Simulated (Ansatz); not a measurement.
Predict the output of the script below (the Ansatz DFT code, driven from Python).

`conformers_c4h4fn.py`
```python
import logging
import sys

import ansatz as az
from rdkit import Chem
from rdkit.Chem import AllChem

logging.basicConfig(stream=sys.stdout, format="%(levelname)s:%(name)s:%(message)s")
log = logging.getLogger("run")
log.setLevel(logging.INFO)


def main() -> None:
    rd = Chem.AddHs(Chem.MolFromSmiles("N#CC/C=C/F"))
    ids = list(AllChem.EmbedMultipleConfs(rd, numConfs=20, randomSeed=939, pruneRmsThresh=0.4))
    field = [energy for _, energy in AllChem.MMFFOptimizeMoleculeConfs(rd)]
    distinct = {round(e, 2): i for i, e in zip(ids, field)}
    chosen = sorted(distinct.items())[:4]
    found = []
    for force_field, index in chosen:
        system = az.Crystal.molecule()
        for atom, xyz in zip(rd.GetAtoms(), rd.GetConformer(index).GetPositions()):
            system = system.atom(atom.GetSymbol(), xyz.round(5).tolist())
        calculation = (
            system.calculation()
            .basis(gaussian="6-31G*")
            .functional("b3lyp")
        )
        found.append(calculation.run(threads=1).report["free_energy_ev"])
    log.info("conformer   MMFF (kcal/mol)   this level (kJ/mol)")
    for (force_field, index), e in zip(chosen, found):
        log.info(f"{index:9d} {force_field - chosen[0][0]:17.2f} {96.485332 * (e - min(found)):17.3f}")


if __name__ == "__main__":
    main()
```

```console
$ python conformers_c4h4fn.py
INFO:run:conformer   MMFF (kcal/mol)   this level (kJ/mol)
INFO:run:        1              0.00             0.168
INFO:run:        2              0.64             0.000
```

Notes:
- These settings explore the input space; basis and method may be short of convergence.
- The conformers keep their force-field geometries.
- b3lyp holds the VWN-RPA fit, as in Gaussian; the form of ORCA and Turbomole is b3lyp5.
- Timing: 6.2 s on 1 thread of Arm Neoverse V1, with other jobs on the host, peak memory 0.29 GiB.
